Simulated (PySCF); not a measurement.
## Computed data sheet: diethyl ketone (`CCC(=O)CC`)

Diethyl ketone, C₅H₁₀O.
Numbering: `[CH3:1][CH2:2][C:3](=[O:4])[CH2:5][CH3:6]` (hydrogens: H7, H8, H9 on C1; H10, H11 on C2; H12, H13 on C5; H14, H15, H16 on C6)

Structural features include: ketone.

From GFN2-xTB geometry:

```yaml
Point_group_of_the_GFN2-xTB_geometry: C2
Rotational_constants_A_B_C_of_the_GFN2-xTB_geometry: 8.813, 1.989, 1.698 GHz
```

From PBE0/pcSseg-1 ground state and GIAO shieldings, non-relativistic (PySCF):

```yaml
Dipole_moment: 2.71 D
HOMO_energy: -7.19 eV
LUMO_energy: -0.23 eV
HOMO–LUMO_gap: 6.96 eV
Lowest_Hirshfeld_atomic_charge: -0.22 e on O4
Highest_Hirshfeld_atomic_charge: +0.18 e on C3
13C_chemical_shifts_computed_TMS_as_zero_by_class: 215.4 (C3), 39.7 (C2/C5), 9.5 (C1/C6) ppm
1H_chemical_shifts_computed_TMS_as_zero_by_class: 2.35 (H10/H11/H12/H13), 1.10 (H7/H8/H9/H14/H15/H16) ppm
Isotropic_shieldings_of_nuclei_other_than_C_and_H_by_class: -309 (O4) ppm
Mayer_bond_orders_between_heavy_atoms: C1–C2 1.07, C2–C3 0.95, C3–O4 2.03, C3–C5 0.95, C5–C6 1.07
```

Monoisotopic mass from the formula: 86.0732 u.

The rotational constants make it an asymmetric top with κ = (2B − A − C)/(A − C) = -0.92, nearer the prolate limit (−1). Point group C2 permits a dipole; with 2.71 D the species has a pure rotational spectrum. With B = h/(8π²I), that is 505.379 GHz u Å² over I, the principal moments of inertia are 57.3, 254.1 and 297.7 u Å² (most abundant isotopes); the inertial defect Ic − Ia − Ib is -13.7 u Å² (zero for a rigid planar frame, negative otherwise). The dipole equals about 9.0 × 10⁻³⁰ C·m (1 D = 3.33564 × 10⁻³⁰ C·m).

Isolated species at its GFN2-xTB geometry (one conformer only). NMR classes are plain means over equivalent atoms (diastereotopic ones count apart unless rotation or inversion swaps them), as if these changed places fast; in this geometry the members of some classes differ.

The values belong to the conformer `[CH3:1][CH2:2][C:3](=[O:4])[CH2:5][CH3:6]`: C1–C2–C3–O4 12°, C2–C3–C5–C6 -167°.
